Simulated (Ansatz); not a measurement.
# SiHO (doublet): from Hartree-Fock to the top rungs, def2-QZVPP

The task here is to estimate one member of a computed series from the others.

The runs use Ansatz 0.2.0, Gaussian basis; def2-QZVPP, core rule «outside noble gas», up to 6 orbitals frozen.

The runs, in order: UHF; ROHF; CCSD(T) on UHF.

2 further runs of the same task are left out: 2 set aside as unsound or not needed.

## What is computed

The geometry is a PBE0/def2-TZVP stationary point (not a proven minimum).

3 atoms, charge 0, spin multiplicity 2.

Atoms are counted from 1 here; the program's logs count them from 0.

Bond lengths: Si1–O2 1.650 Å, O2–H3 0.962 Å. Angles: Si1–O2–H3 118.7°.

The first run:

in.yaml reads:

```yaml
crystal:
  periodic: [false, false, false]
  atoms:
    - {symbol: Si, position_ang: [0.000000, 0.030957, 0.632254]}
    - {symbol: O, position_ang: [0.000000, -0.098798, -1.012863]}
    - {symbol: H, position_ang: [0.000000, 0.705682, -1.539731]}
basis:
  gaussian: {orbitals: "def2-QZVPP.json"}
magnetization: {spin_polarized: true, initial_magnetization: 1}
hamiltonian: {xc: hf}
output: {orbitals: {seedname: orbitals}}
```

Command:

```console
$ ansatz run in.yaml --threads 1 --pin off --events-out ev --progress --plain --max-ram 4096MiB --backend cpu
```

Steps of the session up to this table: UHF; ROHF; CCSD(T) on UHF.

One table of the session follows, with a row left open; its other results are not shown here.

```
  method  from UCCSD(T) (kJ/mol)
    ROHF                  +992.4
     UHF                  +978.2
    UMP2                   +71.4
   UCCSD                       ?
UCCSD(T)                       0
```

**Question.** Estimate the row for UCCSD.

**Answer.** from UCCSD(T) (kJ/mol): +38.6. In the column «from UCCSD(T) (kJ/mol)» it lies between UCCSD(T) (0) and UMP2 (+71.4).
